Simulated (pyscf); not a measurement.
A first-order saddle from PySCF, ωB97X-D3(BJ)/def2-SVP:

```
B
O 1 1.3018
H 2 0.9710 1 114.90
H 1 1.3761 2 145.41 3 0.11
F 4 1.1528 1 97.03 2 -0.01
```
Charge 0, spin multiplicity 1.

Surface: singlet, charge 0. Lowest wavenumbers (cm⁻¹): 1192i, 260, 469, 623, 706.

Task: What reaction is this the transition state of?

Result: B–OH (SMILES [B]O) [singlet] + HF (SMILES F) ⇌ HO–BH–F (SMILES OBF), an insertion read from left to right: F–H broken and B–H, B–F formed. At CCSD(T)/def2-TZVPP + ΔMP2(QZVPP) it lies +12.8 kcal/mol from the left side and +103.8 kcal/mol from the right (each side as separated species at their lowest minima found). On the reactant side the descent ends in a bound adduct, 9.6 kcal/mol under the separated species and 17.2 kcal/mol under the saddle at ωB97X-D3(BJ)/def2-TZVP. At ωB97X-D3(BJ) the barrier from the zero used here is 7.6 kcal/mol. B–OH [singlet] lies 44.5 kcal/mol over its isomer HB=O, and others may lie lower still (electronic energy, ωB97M-D3(BJ)). This is the saddle that the search found; another between the same sides may lie lower. The CCSD(T) − MP2 part came from Ansatz, without density fitting, on the same reference.
